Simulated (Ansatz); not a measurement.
Reaction (hydrogenolysis of a C–F bond): `OC(F)(F)Cl` + H₂ → `OC(F)Cl` + H–F

Gas-phase electronic energies from Ansatz, PBE0-D4/def2-TZVP geometries. CCSD(T)/CBS adds triple-zeta CCSD(T) − MP2 to the extrapolated MP2 energy (def2 sets, frozen cores). This one scheme is used for every species. Each species was taken in one conformer, which may not be the lowest.

| species | CCSD(T)/CBS(def2) energy (Eh) |
| --- | --- |
| `OC(F)(F)Cl` | -773.18536 |
| H₂ | -1.17544 |
| `OC(F)Cl` | -673.99326 |
| H–F | -100.39570 |

Work out ΔE.

ΔE = (-673.99326) + (-100.39570) − (-773.18536) − (-1.17544) = -0.02816 Eh = -0.77 eV.

What do rigid-rotor, harmonic-oscillator terms from PBE0-D4/def2-TZVP frequencies (298.15 K, 1 bar) make of the CCSD(T)/CBS value? (An estimate is asked.)

Computed: ΔZPE = +0.22 eV, ΔH = -0.56 eV, ΔS = 27 J/(mol·K), ΔG = -0.65 eV.

Largest T1 diagnostic among the species: 0.011.

From r2SCAN to r2SCAN0 (25 % exact exchange), in def2-TZVPP and without D4, ΔE moves by −0.06 eV. At CCSD(T), def2-SVP lies +0.35 eV from the extrapolated value and def2-TZVPP +0.06 eV.
